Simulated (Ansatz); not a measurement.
One change: `CO/C(C)=C\F` becomes `CO/C=C/F`.

Ansatz, PBE0-D4/def2-TZVP geometries, multiplicity 1. Each molecule was computed in one conformer, which needn't be the lowest.

```tsv
property	`CO/C(C)=C\F`
HOMO–LUMO gap (PBE/def2-TZVPP) / eV	5.21
HOMO energy (PBE/def2-TZVPP) / eV	-5.06
LUMO energy (PBE0/def2-TZVPP) / eV	1.17
HOMO–LUMO gap (ωB97M-V/def2-TZVPP) / eV	11.47
size of the dipole moment (PBE/def2-TZVPP) / D	0.61
HOMO energy (ωB97M-V/def2-TZVPP) / eV	-8.58
```

Task: Give the same properties after the change, and the shifts. (Estimate.)

Result: The calculation gave: 
```tsv
property	`CO/C=C/F`	shift
HOMO–LUMO gap (PBE/def2-TZVPP) / eV	5.20	-0.01
HOMO energy (PBE/def2-TZVPP) / eV	-5.33	-0.27
LUMO energy (PBE0/def2-TZVPP) / eV	0.90	-0.27
HOMO–LUMO gap (ωB97M-V/def2-TZVPP) / eV	11.70	0.23
size of the dipole moment (PBE/def2-TZVPP) / D	1.96	1.35
HOMO energy (ωB97M-V/def2-TZVPP) / eV	-8.88	-0.30
```

Dipoles are sizes alone; their direction can turn.
